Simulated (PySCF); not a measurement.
**Basis-set dependence of population analyses: `C=CCC(N)=S`**

C4H7NS.
Geometry (PBE0-D3(BJ)/def2-SVP, Å), atoms numbered from 1 in this order:
```
atom  x, y, z in Å
C1     2.064    0.669    0.118
C2     1.248   -0.305   -0.292
C3    -0.013   -0.097   -1.073
C4    -1.279   -0.430   -0.300
N5    -1.239   -0.095    0.996
S6    -2.602   -1.099   -1.021
H7     1.864    1.718   -0.125
H8     2.970    0.454    0.692
H9     1.485   -1.345   -0.035
H10   -0.093    0.957   -1.392
H11   -0.025   -0.708   -1.985
H12   -2.055   -0.259    1.572
H13   -0.395    0.289    1.407
```

PBE0 throughout (PySCF), one geometry, spherical d and f functions. One conformer (not necessarily the lowest) at the PBE0-D3(BJ)/def2-SVP geometry, without solvent, vibrations or thermal averaging. The first 7 of 12 kinds of atom are listed.

Mulliken charges (e):

| basis | functions | C1 | C2 | C3 | C4 | N5 | S6 | H7 |
| --- | --- | --- | --- | --- | --- | --- | --- | --- |
| STO-3G | 41 | -0.178 | -0.084 | -0.166 | -0.016 | -0.384 | -0.061 | +0.079 |
| 6-31G | 72 | -0.365 | -0.109 | -0.408 | -0.045 | -0.707 | -0.057 | +0.167 |
| 6-31G* | 102 | -0.399 | -0.109 | -0.432 | +0.160 | -0.722 | -0.247 | +0.177 |
| def2-SVP | 123 | -0.077 | -0.168 | +0.094 | -0.136 | -0.069 | -0.236 | +0.054 |
| 6-311+G(2d,p) | 212 | -0.409 | +0.103 | -0.530 | +0.645 | -0.419 | -0.671 | +0.124 |
| def2-TZVP | 234 | -0.275 | -0.185 | -0.145 | +0.103 | -0.354 | -0.331 | +0.134 |

IAO charges (e):

```csv
basis,functions,C1,C2,C3,C4,N5,S6,H7
STO-3G,41,-0.273,-0.146,-0.286,-0.069,-0.359,-0.036,+0.130
6-31G,72,-0.322,-0.142,-0.297,+0.063,-0.429,-0.271,+0.149
6-31G*,102,-0.311,-0.137,-0.285,+0.073,-0.428,-0.269,+0.143
def2-SVP,123,-0.308,-0.132,-0.282,+0.068,-0.422,-0.250,+0.139
"6-311+G(2d,p)",212,-0.327,-0.139,-0.292,+0.073,-0.451,-0.262,+0.149
def2-TZVP,234,-0.327,-0.137,-0.292,+0.074,-0.449,-0.260,+0.148
```

Hirshfeld charges (e):

| basis | functions | C1 | C2 | C3 | C4 | N5 | S6 | H7 |
| --- | --- | --- | --- | --- | --- | --- | --- | --- |
| STO-3G | 41 | -0.069 | -0.026 | -0.011 | +0.063 | -0.146 | -0.188 | +0.026 |
| 6-31G | 72 | -0.095 | -0.030 | -0.052 | +0.082 | -0.134 | -0.294 | +0.046 |
| 6-31G* | 102 | -0.095 | -0.031 | -0.051 | +0.085 | -0.131 | -0.304 | +0.047 |
| def2-SVP | 123 | -0.097 | -0.031 | -0.071 | +0.082 | -0.138 | -0.260 | +0.046 |
| 6-311+G(2d,p) | 212 | -0.096 | -0.038 | -0.079 | +0.064 | -0.147 | -0.245 | +0.049 |
| def2-TZVP | 234 | -0.099 | -0.036 | -0.078 | +0.072 | -0.147 | -0.252 | +0.049 |

ESP-fitted charges (e):

| basis | functions | C1 | C2 | C3 | C4 | N5 | S6 | H7 |
| --- | --- | --- | --- | --- | --- | --- | --- | --- |
| STO-3G | 41 | -0.391 | +0.094 | -0.282 | +0.359 | -0.623 | -0.281 | +0.148 |
| 6-31G | 72 | -0.545 | -0.036 | +0.010 | +0.177 | -0.606 | -0.396 | +0.217 |
| 6-31G* | 102 | -0.556 | -0.041 | +0.069 | +0.081 | -0.533 | -0.357 | +0.220 |
| def2-SVP | 123 | -0.519 | -0.063 | +0.102 | +0.032 | -0.448 | -0.319 | +0.206 |
| 6-311+G(2d,p) | 212 | -0.599 | -0.033 | +0.103 | +0.032 | -0.506 | -0.325 | +0.235 |
| def2-TZVP | 234 | -0.592 | -0.034 | +0.097 | +0.035 | -0.495 | -0.324 | +0.232 |

Task: Which scheme is steadiest as the basis changes?

Result: Largest range over the bases for any column: Hirshfeld 0.12 e, IAO 0.24 e, ESP-fitted 0.39 e, Mulliken 0.78 e. Hirshfeld charges move least and Mulliken charges most, counted in e. Without the minimal STO-3G basis the ranges are Hirshfeld 0.06, IAO 0.03, ESP-fitted 0.16, Mulliken 0.78 e.

Task: How much do the charges still move between the two largest bases, 6-311+G(2d,p) and def2-TZVP?

Result: At most, over all atoms: Mulliken 0.542 e, IAO 0.003 e, Hirshfeld 0.008 e, ESP-fitted 0.010 e.

Task: What do the same runs give for the total energy, the frontier levels and the dipole moment?

Result: 
```tsv
basis	energy (Eh)	HOMO (eV)	LUMO (eV)	μ (D)
STO-3G	-602.1371	-2.01	3.04	3.04
6-31G	-609.0766	-5.93	-0.62	4.98
6-31G*	-609.1448	-5.86	-0.61	4.83
def2-SVP	-608.8950	-5.79	-0.60	4.37
6-311+G(2d,p)	-609.2438	-6.09	-1.01	4.53
def2-TZVP	-609.2612	-6.03	-0.89	4.46
```

The dipole is fixed by the density alone, so its range of 1.94 D shows that the density itself changes with the basis, not only its division among atoms.
